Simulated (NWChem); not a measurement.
All runs are NWChem calculations. System: C2H5, charge 0, spin multiplicity 2, at a geometry optimised with UB3LYP/def2-SVP. The structure started from a generated list of species. Its SCF solution wasn't tested for a lower state. Level: UCCSD(T)/def2-SVP, 2 core orbitals frozen.

The NWChem input:

```
start mol
memory heap 100 mb stack 700 mb global 1900 mb
geometry units angstroms nocenter noautoz noautosym
  C      0.786718    -0.111259    -0.017825
  C     -0.685588     0.101544    -0.001895
  H      1.478943     0.705476     0.202420
  H      1.207495    -1.114605    -0.125421
  H     -1.125296    -0.099810     0.999128
  H     -0.958487     1.139104    -0.255640
  H     -1.209431    -0.571879    -0.702167
end
basis spherical
  * library def2-svp
end
scf
  uhf
  nopen 1
  maxiter 100
  thresh 1e-7
  semidirect memsize 60000000 filesize 0
  # guess.movecs holds the orbitals of an unrestricted PBE0 run
  vectors input guess.movecs output mol.movecs
end
tce
  freeze core 2
  ccsd(t)
  thresh 1e-6
  maxiter 100
  tilesize 24
end
task tce energy
```

NWChem printed:

```
             Northwest Computational Chemistry Package (NWChem) 7.3.0
             --------------------------------------------------------

                                NWChem Input Module
                                -------------------

 Scaling coordinates for geometry "geometry" by  1.889725989
 (inverse scale =  0.529177249)

                             Geometry "geometry" -> ""
                             -------------------------

 Output coordinates in angstroms (scale by  1.889725989 to convert to a.u.)

  No.       Tag          Charge          X              Y              Z
 ---- ---------------- ---------- -------------- -------------- --------------
    1 C                    6.0000     0.78671800    -0.11125900    -0.01782500
    2 C                    6.0000    -0.68558800     0.10154400    -0.00189500
    3 H                    1.0000     1.47894300     0.70547600     0.20242000
    4 H                    1.0000     1.20749500    -1.11460500    -0.12542100
    5 H                    1.0000    -1.12529600    -0.09981000     0.99912800
    6 H                    1.0000    -0.95848700     1.13910400    -0.25564000
    7 H                    1.0000    -1.20943100    -0.57187900    -0.70216700

 Effective nuclear repulsion energy (a.u.)      36.7605030767

            Nuclear Dipole moment (a.u.)
            ----------------------------
        X                 Y               Z
 ---------------- ---------------- ----------------
     0.0000075589    -0.0000075589     0.0000000000


 Summary of "ao basis" -> "" (spherical)
 ------------------------------------------------------------------------------
       Tag                 Description            Shells   Functions and Types
 ---------------- ------------------------------  ------  ---------------------
 *                          def2-svp                  on all atoms

 Summary of "ao basis" -> "ao basis" (spherical)
 ------------------------------------------------------------------------------
       Tag                 Description            Shells   Functions and Types
 ---------------- ------------------------------  ------  ---------------------
 C                          def2-svp                 6       14   3s2p1d
 H                          def2-svp                 3        5   2s1p

                                 NWChem SCF Module
                                 -----------------

  ao basis        = "ao basis"
  functions       =    53
  atoms           =     7
  alpha electrons =     9
  beta  electrons =     8
  charge          =   0.00
  wavefunction    = UHF
  use symmetry    = F
  symmetry adapt  = F

 Summary of "ao basis" -> "ao basis" (spherical)
 ------------------------------------------------------------------------------
       Tag                 Description            Shells   Functions and Types
 ---------------- ------------------------------  ------  ---------------------
 C                          def2-svp                 6       14   3s2p1d
 H                          def2-svp                 3        5   2s1p

 Forming initial guess at       0.1s

 Starting SCF solution at       0.1s

 ----------------------------------------------
         Quadratically convergent UHF

 Convergence threshold     :          1.000E-07
 Maximum no. of iterations :          100
 Integral*density screening:          1.000E-09
 ----------------------------------------------

              iter       energy          gnorm     gmax       time
             ----- ------------------- --------- --------- --------
[...]
   Mulliken analysis of the beta density
   -------------------------------------

    Atom       Charge   Shell Charges
 -----------   ------   -------------------------------------------------------
    1 C    6     2.45   0.99  0.41  0.10  0.67  0.26  0.02
    2 C    6     3.14   0.99  0.44  0.13  1.05  0.50  0.02
    3 H    1     0.52   0.40  0.11  0.01
    4 H    1     0.52   0.40  0.11  0.01
    5 H    1     0.44   0.35  0.08  0.01
    6 H    1     0.47   0.37  0.09  0.01
    7 H    1     0.47   0.37  0.09  0.01

   Mulliken analysis of the spin density
   -------------------------------------

    Atom       Charge   Shell Charges
 -----------   ------   -------------------------------------------------------
    1 C    6     1.28  -0.00  0.05  0.14  0.62  0.47 -0.00
    2 C    6    -0.19  -0.00 -0.02 -0.03 -0.07 -0.08  0.01
    3 H    1    -0.10  -0.05 -0.05  0.01
    4 H    1    -0.10  -0.05 -0.05  0.01
    5 H    1     0.07   0.05  0.02 -0.00
    6 H    1     0.02   0.01  0.01 -0.00
    7 H    1     0.02   0.02  0.01 -0.00

       Multipole analysis of the density wrt the origin
       ------------------------------------------------

     L   x y z        total         alpha         beta         nuclear
     -   - - -        -----         -----         ----         -------
     0   0 0 0     -0.000000     -9.000000     -8.000000     17.000000

     1   1 0 0     -0.059013     -0.691707      0.632686      0.000008
     1   0 1 0      0.000975      0.099429     -0.098446     -0.000008
     1   0 0 1      0.038866      0.048114     -0.009248      0.000000

     2   2 0 0    -10.748078    -31.631201    -28.493145     49.376267
     2   1 1 0      0.062840      2.894463      2.643727     -5.475350
     2   1 0 1      0.126278      0.240641     -0.262611      0.148247
     2   0 2 0    -10.237339    -11.660668    -11.113766     12.537095
     2   0 1 1      0.176590     -0.309548     -0.599369      1.085507
     2   0 0 2    -11.278578     -9.757595     -7.289250      5.768266

                   NWChem Extensible Many-Electron Theory Module
                   ---------------------------------------------


            General Information
            -------------------
      Number of processors :     1
         Wavefunction type : Unrestricted Hartree-Fock
          No. of electrons :    17
           Alpha electrons :     9
            Beta electrons :     8
           No. of orbitals :   106
            Alpha orbitals :    53
             Beta orbitals :    53
        Alpha frozen cores :     2
         Beta frozen cores :     2
     Alpha frozen virtuals :     0
      Beta frozen virtuals :     0
         Spin multiplicity : doublet
    Number of AO functions :    53
       Number of AO shells :    27
        Use of symmetry is : off
      Symmetry adaption is : off
         Schwarz screening : 0.10D-09

          Correlation Information
          -----------------------
          Calculation type : Coupled-cluster singles & doubles w/ perturbation
   Perturbative correction : (T)
            Max iterations :      100
        Residual threshold : 0.10D-05
     T(0) DIIS level shift : 0.00D+00
     L(0) DIIS level shift : 0.00D+00
     T(1) DIIS level shift : 0.00D+00
     L(1) DIIS level shift : 0.00D+00
     T(R) DIIS level shift : 0.00D+00
     T(I) DIIS level shift : 0.00D+00
   CC-T/L Amplitude update :  5-th order DIIS
                I/O scheme : Global Array Library
        L-threshold :  0.10D-05
        EOM-threshold :  0.10D-05
 no EOMCCSD initial starts read in
 TCE RESTART OPTIONS
 SLICE:      F
 D4D5:       F
 quantumc:   F
 qrotation:  F
 pwtce:      F
 qducc:      F
 nacto:                         0
 nrotv:                         0
 nrot:                          0

            Memory Information
            ------------------
          Available GA space size is     249031182 doubles
          Available MA space size is     104853348 doubles

 Maximum block size supplied by input
 Maximum block size        24 doubles

 tile_dim =     23

 -------------------------------------------------

 Global array virtual files algorithm will be used

 Parallel file system coherency ......... OK


 half-transformed integrals in memory

 2-e (intermediate) file size =        17514115
 2-e (intermediate) file name = ./mol.v2i

 2-e integrals stored in memory



CCSD iterations
 ---------------------------------------------------------
 Iter          Residuum       Correlation     Cpu    Wall
 ---------------------------------------------------------
    1   0.1441567490847  -0.2676866996224     0.2     0.2
    2   0.0423823698060  -0.2948254443499     0.1     0.1
    3   0.0170123521706  -0.3007097099803     0.2     0.2
    4   0.0081196040133  -0.3024880910148     0.1     0.1
    5   0.0043486446118  -0.3031479876877     0.1     0.1
    6   0.0009792649925  -0.3037203549582     0.2     0.2
    7   0.0004794802076  -0.3036900844854     0.2     0.2
    8   0.0002899746302  -0.3036915883810     0.2     0.2
    9   0.0001825515522  -0.3036929289361     0.2     0.2
   10   0.0001173145290  -0.3036943150010     0.2     0.2
   11   0.0000133642627  -0.3036969523220     0.2     0.2
   12   0.0000055191570  -0.3036981265852     0.2     0.2
   13   0.0000030579252  -0.3036983977535     0.1     0.1
   14   0.0000019079053  -0.3036984949174     0.1     0.1
   15   0.0000012224497  -0.3036985371718     0.1     0.1
   16   0.0000002695795  -0.3036985730842     0.1     0.1
 -----------------------------------------------------------------
 Iterations converged
 CCSD correlation energy / hartree =        -0.303698573084162
 CCSD total energy / hartree       =       -78.846432227777157

 Singles contributions

 Doubles contributions
 CCSD(T)
 Using plain CCSD(T) code
             total no. of tasks           20
 total no. of tasks / no. procs           20
                         wl_min      2299968          11.5
                         wl_max      3652264          12.4
        thresh for no. of tasks           20

 CCSD[T]  correction energy / hartree =        -0.007513621428145
 CCSD[T] correlation energy / hartree =        -0.311212194512307
 CCSD[T] total energy / hartree       =       -78.853945849205303
 CCSD(T)  correction energy / hartree =        -0.007322353513286
 CCSD(T) correlation energy / hartree =        -0.311020926597448
 CCSD(T) total energy / hartree       =       -78.853754581290445

 Task  times  cpu:       20.6s     wall:       20.6s

 Total times  cpu:       20.7s     wall:       20.7s
```
